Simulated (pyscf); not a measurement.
A first-order saddle from PySCF, ωB97X-D3(BJ)/def2-SVP:

```xyz
6

Ge    -0.0323     0.2270    -0.4443
Te     1.8907     1.7062    -0.0171
H      0.1679    -0.5461     1.1168
H     -1.4868     0.6638    -0.2201
H      0.0727    -1.0597    -1.2751
H      0.9075     0.1492     1.0746
```
Charge 0, spin multiplicity 1.

Surface: singlet, charge 0. Lowest wavenumbers (cm⁻¹): 1379i, 288, 466, 606, 614.

**Question.** Which two sides does it connect, and which bonds change?

**Answer.** H₃Ge–TeH ⇌ H₂Ge=Te + H₂, an elimination read from left to right: Ge–H, H–Te broken and H–H formed. At ωB97M-D3(BJ)/def2-TZVP it lies +53.0 kcal/mol from the left side and +28.3 kcal/mol from the right (each side as separated species at their lowest minima found). At the saddle there is also a short Ge–H contact that neither side keeps. One saddle was located; it need not be the lowest between these sides. Elements up to Kr have no core potential and no relativistic terms here. Elements past Kr carry the def2 core potentials, without spin-orbit coupling.
